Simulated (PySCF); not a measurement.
Published values to compare with (the computed states carry no symmetry labels, so the two lists aren't matched line by line):

```json
{"state": "1A''[F](n→π*)", "E (eV)": "2.80", "f": "0.000", "kind of transition": "vertical emission from the excited-state geometry", "source": "[1]"}
{"state": "3A(T1)", "E (eV)": "3.12", "f": "", "kind of transition": "0-0 transition", "source": "[2]"}
{"state": "1A(S1)", "E (eV)": "3.49", "f": "", "kind of transition": "0-0 transition", "source": "[2]"}
{"state": "3A2(n→π*)", "E (eV)": "3.50", "f": "", "kind of transition": "band maximum or as reported", "source": "[3]"}
{"state": "3A2(n→π*)", "E (eV)": "3.55", "f": "", "kind of transition": "vertical absorption", "source": "[4]"}
{"state": "3A2(n→π*)", "E (eV)": "3.58", "f": "", "kind of transition": "vertical absorption", "source": "[1]"}
{"state": "1A2(n→π*)", "E (eV)": "3.95", "f": "", "kind of transition": "vertical absorption", "source": "[4]"}
{"state": "1A2(n→π*)", "E (eV)": "3.98", "f": "", "kind of transition": "vertical absorption", "source": "[1]"}
{"state": "1A2(n→π*)", "E (eV)": "4.07", "f": "", "kind of transition": "band maximum or as reported", "source": "[3]"}
{"state": "3A1(π→π*)", "E (eV)": "5.83", "f": "", "kind of transition": "vertical absorption", "source": "[4]"}
{"state": "3A1(π→π*)", "E (eV)": "5.86", "f": "", "kind of transition": "band maximum or as reported", "source": "[3]"}
{"state": "3A1(π→π*)", "E (eV)": "6.06", "f": "", "kind of transition": "vertical absorption", "source": "[1]"}
{"state": "3B2(n→3s)", "E (eV)": "6.83", "f": "", "kind of transition": "band maximum or as reported", "source": "[3]"}
{"state": "3B2(n→3s)", "E (eV)": "7.06", "f": "", "kind of transition": "vertical absorption", "source": "[1]"}
{"state": "1B2(n→3s)", "E (eV)": "7.11", "f": "", "kind of transition": "band maximum or as reported", "source": "[3]"}
{"state": "1B2(n→3s)", "E (eV)": "7.23", "f": "0.021", "kind of transition": "vertical absorption", "source": "[1]"}
{"state": "3B2(n→3p)", "E (eV)": "7.79", "f": "", "kind of transition": "band maximum or as reported", "source": "[3]"}
{"state": "3B2(n→3p)", "E (eV)": "7.94", "f": "", "kind of transition": "vertical absorption", "source": "[1]"}
{"state": "3A1(n→3p)", "E (eV)": "7.96", "f": "", "kind of transition": "band maximum or as reported", "source": "[3]"}
{"state": "1B2(n→3p)", "E (eV)": "7.97", "f": "", "kind of transition": "band maximum or as reported", "source": "[3]"}
{"state": "3A1(n→3p)", "E (eV)": "8.10", "f": "", "kind of transition": "vertical absorption", "source": "[1]"}
{"state": "1B2(n→3p)", "E (eV)": "8.13", "f": "0.037", "kind of transition": "vertical absorption", "source": "[1]"}
{"state": "1A1(n→3p)", "E (eV)": "8.14", "f": "", "kind of transition": "band maximum or as reported", "source": "[3]"}
{"state": "1A1(n→3p)", "E (eV)": "8.23", "f": "0.052", "kind of transition": "vertical absorption", "source": "[1]"}
{"state": "1A2(n→3p)", "E (eV)": "8.37", "f": "", "kind of transition": "band maximum or as reported", "source": "[3]"}
{"state": "3B1(n.d.)", "E (eV)": "8.42", "f": "", "kind of transition": "vertical absorption", "source": "[1]"}
{"state": "1A2(n→3p)", "E (eV)": "8.67", "f": "", "kind of transition": "vertical absorption", "source": "[1]"}
{"state": "1B1(σ→π*)", "E (eV)": "9.19", "f": "", "kind of transition": "vertical absorption", "source": "[4]"}
```

[1] computed, theoretical best estimate (aug-cc-pVTZ, frozen core, CC3 geometry), gas; Veril, Scemama, Caffarel, Lipparini, Boggio-Pasqua, Jacquemin, Loos, WIREs Comput. Mol. Sci. 2021, 11, e1517 (QUESTDB)
[2] measured, gas; Analytical gradients for NEO-TDDFT (2021), arXiv:2105.05191, experiment column
[3] measured, gas; Loos, Scemama, Blondel, Garniron, Caffarel, Jacquemin (2018), arXiv:1807.02045, literature column
[4] computed, CC3/TZVP, gas; arXiv:2401.06101 (2024), CC3 reference column of Thiel's set

CH2O.
Bonds: C1–O2 (double). Hydrogens: H3, H4 on C1.

Theory: TDDFT CAM-B3LYP/aug-cc-pVTZ, vertical, gas phase, core orbitals frozen in the response in PySCF. Isolated species at its PBE0-D3(BJ)/def2-TZVP geometry, gas phase.

Computed singlets: 3.99 eV (f 0.000); 6.85 eV (f 0.023); 7.73 eV (f 0.035); 7.75 eV (f 0.046); 8.26 eV (f 0.000); 9.23 eV (f 0.000); 9.46 eV (f 0.108); 9.50 eV (f 0.041); 9.81 eV (f 0.005); 9.94 eV (f 0.011). Computed triplets (Tamm–Dancoff): 3.35, 5.99, 6.71, 7.58 eV.

Question: How does the lowest computed singlet compare with the best estimate listed for the lowest singlet (vertical absorption)?

Answer: 3.99 eV against 3.98 eV for 1A2(n→π*) [1]: a difference of +0.01 eV. Geometry and basis of the two calculations needn't be the same.

Question: How does the lowest computed triplet compare with the best estimate listed for the lowest triplet (vertical absorption)?

Answer: 3.35 eV against 3.58 eV for 3A2(n→π*) [1]: a difference of -0.23 eV. Geometry and basis of the two calculations needn't be the same.

[F] marks fluorescence, computed at the excited state's geometry. n.d. means that the source names no orbital transition; it classes the state at 8.42 eV as Rydberg.

Adiabatic (Te) and 0-0 energies refer to the relaxed excited state and aren't the vertical quantity computed here.

A measured band maximum holds vibronic effects and, in solution, solvent shifts, so it needn't equal the vertical energy.

On Arm Neoverse N1, one thread, no GPU, on a shared host, this took 5.7 s and 0.42 GiB of memory at its peak.
